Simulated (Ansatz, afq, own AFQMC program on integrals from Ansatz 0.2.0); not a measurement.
**CH2Ge, triplet: a scan with AFQMC**

```json
{"atom": "Ge", "x (Å)": "0.0000", "y (Å)": "-0.0446", "z (Å)": "0.2902"}
{"atom": "C", "x (Å)": "0.0000", "y (Å)": "0.1823", "z (Å)": "-1.6010"}
{"atom": "H", "x (Å)": "0.0000", "y (Å)": "1.5086", "z (Å)": "0.6403"}
{"atom": "H", "x (Å)": "0.0000", "y (Å)": "-0.4689", "z (Å)": "-2.4762"}
```

The Ge1–C2 distance is changed with both sides rigid. Energies in eV count from this geometry (1.905 Å) at the same level; the start stands on UHF, each point on the determinant named.

Basis cc-pVDZ. Only valence electrons are correlated. Integrals, coupled cluster, full CI and functionals: Ansatz 0.2.0; the random walks run on the same integrals in our own AFQMC program. The CISD trial takes its coefficients from CCSD amplitudes. Released means that phaseless walkers are propagated on without the constraint, phases kept. Error bars are statistical, one sigma. No spin–orbit coupling.

Cautions, each for one point or more: an unrestricted solution with more broken spin lies lower; higher spins were not checked; inner d shell frozen; lower spins were not checked; no relativity below Rb; no spin-orbit coupling; the determinant is a saddle point among determinants of its kind; the ph-AFQMC/CISD walk drifts between its halves.

| r(Ge1–C2) / Å | det. | T1 | weight | ⟨S²⟩ | CCSD(T) | ph-AFQMC/CISD | released AFQMC | CCSDT(Q) | HF | PBE0 |
| --- | --- | --- | --- | --- | --- | --- | --- | --- | --- | --- |
| 1.527 | UHF | 0.036 | 0.86 | 2.04 | 2.837 | 2.872 ± 0.018 | 2.861 ± 0.022* | – | 2.929 | 2.509 |
| 2.307 | UHF | 0.035 | 0.86 | 2.03 | 0.666 | 0.665 ± 0.021 | 0.649 ± 0.026* | 0.656 | 0.707 | 0.784 |
| 3.002 | UHF¶ | 0.037 | 0.83 | 2.02 | 2.557 | 2.578 ± 0.024 | 2.549 ± 0.041* | 2.452 | 2.901 | 2.793 |
| 4.189 | UHF | 0.012 | 0.88 | 2.02 | 3.263 | 3.293 ± 0.019 | 3.316 ± 0.025* | 3.288 | 2.814 | 3.776§ |

Weight is that of the determinant in the CISD state; at the start T1 is 0.033 and the weight 0.86, and ⟨S²⟩ is 2.02. ¶ marks points with a poor determinant and no full CI, where no value is sure; they don't count among the departures. An asterisk marks released energies that aren't shown to be converged. A dash marks a missing value, a released energy that hasn't settled or a functional that sits on another state. § marks a functional whose ⟨S²⟩ is too high by over 0.1. Largest departures from CCSDT(Q), at the points where its series has closed: CCSD(T) -0.025 eV at 4.189 (on UHF), ph-AFQMC/CISD 0.009 eV at 2.307 (on UHF) (within the noise), HF -0.474 eV at 4.189 (on UHF). The functionals aren't scored here. In this small basis the wave-function levels are far from their limit, so their gap to the functionals isn't the functionals' error.

Some points may be missing: those where a free walk finds a much lower state, and past Zn most of those on another determinant than at the start.

CCSDT and higher add their correlation energy to the determinant of the CCSD(T) run, since their own runs factorise the integrals more tightly (a shift of under 2 meV). A walk keeps the symmetry of its determinant, which the program's search chose and which needn't be the lowest solution, so a lower state of the same spin and another symmetry isn't excluded.
